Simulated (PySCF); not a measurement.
Compound: C₂H₅P.
Z-matrix (Å and degrees, GFN2-xTB geometry), rows numbered from 1:
```
C 
C   1  1.5000
P   1  1.8458  2   66.04
H   1  1.0807  2  118.54  3  -110.03
H   1  1.0821  2  117.21  3   108.07
H   2  1.0808  1  118.53  3   110.16
H   2  1.0823  1  117.12  3  -107.94
H   3  1.4011  1   94.87  2   -92.26
```

Theory: TDDFT CAM-B3LYP/def2-SVPD, vertical, gas phase, core orbitals frozen in the response (PySCF 2.14.0, density-fitted response routines).

Kohn–Sham orbitals with the atoms that hold most of them (Löwdin shares over 4%, at most four atoms; ? is withheld):

| orbital | ε (eV) | atoms |
| --- | --- | --- |
| LUMO+2 | 2.26 | P3 36%, H8 23%, C1 8%, C2 8% |
| LUMO+1 | 1.34 | P3 33%, C2 16%, C1 16%, H8 10% |
| LUMO | 1.29 | P3 24%, C1 18%, C2 18%, H8 12% |
| HOMO | -8.78 | ? |
| HOMO-1 | -9.16 | ? |
| HOMO-2 | -10.78 | P3 26%, C2 24%, C1 24%, H8 17% |
| HOMO-3 | -11.96 | C1 28%, C2 28%, H7 11%, H5 11% |

Q: Give the leading atoms of the HOMO-1.

A: P3 (bonded to 2 C and H) 39%; C1 (bonded to C, P and 2 H) 23%; C2 (bonded to C, P and 2 H) 23%. By element: carbon 46%, phosphorus 39%.

Q: Give the leading atoms of the HOMO.

A: P3 (bonded to 2 C and H) 58%; C2 (bonded to C, P and 2 H) 15%; C1 (bonded to C, P and 2 H) 15%; H8 (bonded to P) 8%. By element: phosphorus 58%, carbon 29%, hydrogen 8% or more.

Q: The HOMO–LUMO gap is 10.07 eV. Where does the response calculation put the lowest singlet, and from which orbitals?

A: S1 is at 6.60 eV (f = 0.029), 3.47 eV below the gap, made of HOMO→LUMO+1 (84%). Its leading pair isn't HOMO and LUMO; the energies of that pair differ by 10.11 eV. 

Q: Give energy, strength and leading configuration of S1, S2 and S3, and follow the Löwdin shares of the leading atoms from the occupied to the empty orbital.

A: 
- S1 (6.60 eV, f 0.029), HOMO→LUMO+1 (84%): P3 58% → 33%, C2 15% → 16%
- S2 (6.78 eV, f 0.027), HOMO→LUMO (78%): P3 58% → 24%, C2 15% → 18%, C1 15% → 18%
- S3 (6.86 eV, f 0.013), HOMO-1→LUMO (83%): P3 39% → 24%, C1 23% → 18%

Löwdin shares depend on the basis, the more so with diffuse functions.
